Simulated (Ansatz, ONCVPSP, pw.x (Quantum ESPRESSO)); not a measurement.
# From atom to crystal: ONCV potential for technetium (Tc)

- Element: technetium (Tc)
- Generator: ONCVPSP 4.0.1.1 (patched build)
- Type: optimised norm-conserving Vanderbilt (ONCV)
- Functional: PBEsol
- Relativity: scalar-relativistic
- Frozen core: [Ar] 3d10 4s2
- Valence charge: 13
- Reference configuration: 4p6 4d5 5s2
- Partial waves: 5s: rc 2.95 bohr, ncon 4, nbas 7, qcut 2.5 1/bohr, 2 projectors, debl 0.4 Ha; 4p: rc 2.00 bohr, ncon 3, nbas 6, qcut 6.4 1/bohr, 2 projectors, debl 0.8 Ha; 4d: rc 1.50 bohr, ncon 5, nbas 9, qcut 7.5 1/bohr, local
- Local potential: the d channel
- Core correction: Teter function, fcfact 3.75, rcfact 1.7

In the p channel the program set the typed energies aside and used -1.665, 0.250 Ha.

Crystal test: sc Tc in pw.x 7.5, no spin, 13³ k-points, Fermi–Dirac smearing 0.01 Ry, cutoffs 65/260 Ry. The reference is all-electron LAPW (Ansatz 0.2.0) with the same functional, mesh and smearing; V0 and B0 come from Birch–Murnaghan fits to the pressures at five volumes. Errors are pseudo minus all-electron; Δ is the rms difference of the E(V) curves that follow from these fits, minima aligned, over ±6 % about the mean V0. Mesh and smearing are coarse, so the numbers serve the comparison and aren't converged zero-temperature values; the lattice is a test structure that the element need not adopt.

All-electron: a0 = 2.505 Å (V0 = 15.71 Å³/atom), B0 = 243.8 GPa.

Question: How far does the potential miss the all-electron equation of state?

Answer: mean pressure error (GPa): +26.40. The pressure does not cross zero within the volumes sampled, so no fit is given. The largest radius (2.95 bohr) exceeds half the bond length (2.37 bohr), so the spheres overlap, which is one possible source of error among others. This is a poor potential for the solid. Note: ghosts flagged at negative energy: s at -73.0 eV; no localised positive-energy state flagged. A true bound ghost makes a file unfit for plane-wave use.

```
V (Å³/atom)  P all-electron (GPa)  P pseudo (GPa)
     14.940                 13.77           40.92
     15.333                  6.31           33.20
     15.726                 -0.20           26.31
     16.119                 -5.88           20.14
     16.512                -10.83           14.62
```

Question: At the middle volume, how do free energy and pressure move when the wave cutoff is lowered (ecutrho kept at four times it)?

Answer:

```json
{"cutoff (Ry)": "29", "shift of F (meV/atom)": "+2059.9", "shift of P (GPa)": "-80.33"}
{"cutoff (Ry)": "39", "shift of F (meV/atom)": "+312.5", "shift of P (GPa)": "-5.43"}
{"cutoff (Ry)": "52", "shift of F (meV/atom)": "+145.0", "shift of P (GPa)": "-0.60"}
```

The run at the middle volume (84 k-points, 10 iterations) took about 9.7 s on one core of a shared host (Neoverse-V1, 32 threads, 247 GiB, load 22).
